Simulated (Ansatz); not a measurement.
# BSiN (triplet): from Hartree-Fock to the top rungs, def2-QZVPP

An exercise on one series of results from a longer session: the logs are not shown, and one member is left open.

Method: def2-QZVPP, core rule «outside noble gas», up to 7 orbitals frozen; program: Ansatz 0.2.0, Gaussian basis.

Plan: UHF; ROHF; CCSD(T) on UHF.

2 further runs of the same task are left out: 2 set aside as unsound or not needed.

## What is computed

The geometry is a PBE0/def2-TZVP stationary point (not a proven minimum) of the parent state, kept for this charge and spin.

3 atoms, charge 0, spin multiplicity 3.

Atoms are counted from 1 here; the program's logs count them from 0.

Bond lengths: B1–Si2 2.078 Å, B1–N3 1.314 Å, Si2–N3 1.664 Å. Angles: Si2–B1–N3 53.1°, B1–Si2–N3 39.2°, B1–N3–Si2 87.7°.

Geometry (Å):

```csv
atom,x (Å),y (Å),z (Å)
B1,0.00000,0.62302,1.18762
Si2,0.00000,0.06055,-0.81277
N3,0.00000,-0.60228,0.71306
```

Set-up of the first run:

in.yaml reads:

```yaml
crystal:
  periodic: [false, false, false]
  atoms:
    - {symbol: B, position_ang: [0.000000, 0.623020, 1.187620]}
    - {symbol: Si, position_ang: [0.000000, 0.060547, -0.812768]}
    - {symbol: N, position_ang: [0.000000, -0.602279, 0.713061]}
basis:
  gaussian: {orbitals: "def2-QZVPP.json"}
magnetization: {spin_polarized: true, initial_magnetization: 2}
hamiltonian: {xc: hf}
output: {orbitals: {seedname: orbitals}}
```

Command:

```bash
> ansatz run in.yaml --threads 1 --pin off --events-out ev --progress --plain --max-ram 2393MiB
```

Among the steps run: UHF; ROHF; CCSD(T) on UHF.

One table of the session follows, with a row left open; its other results are not shown here.

| method | from UCCSD(T) (meV) |
| --- | --- |
| ROHF | +11146.1 |
| UHF | ? |
| UMP2 | +959.5 |
| UCCSD | +655.6 |
| UCCSD(T) | 0 |

**Question.** Estimate the row for UHF.

As computed: from UCCSD(T) (meV): +10969.4. In the column «from UCCSD(T) (meV)» it lies between UMP2 (+959.5) and ROHF (+11146.1).
